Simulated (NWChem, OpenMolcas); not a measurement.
# How basis sets differ on BN2H5 (SMILES NBN)

BN2H5: 8 atoms, total charge 0, spin state singlet. SMILES: `NBN`. The coordinates come from a PBE0-D4/def2-TZVP relaxation.

Quantity: the electronic atomisation energy, in eV. The values are calculated. Electronic energies at fixed atoms, without zero-point motion or spin-orbit coupling.

```tsv
level	kind	program	value (eV)	CPU time (all runs)
PBE0/cc-pVTZ	global hybrid	NWChem	30.63	69 s
PBE0/cc-pVDZ	global hybrid	NWChem	30.01	15 s
PBE0/jun-cc-pV(D+d)Z	global hybrid	NWChem	30.09	19 s
PBE0/6-311+G**	global hybrid	OpenMolcas	30.48	51 s
PBE0/aug-cc-pVDZ	global hybrid	NWChem	30.24	37 s
```

The values span 30.01 to 30.63 eV. CPU times are rough (shared hosts, several kinds of processor): they show what a rung costs within a factor of a few.
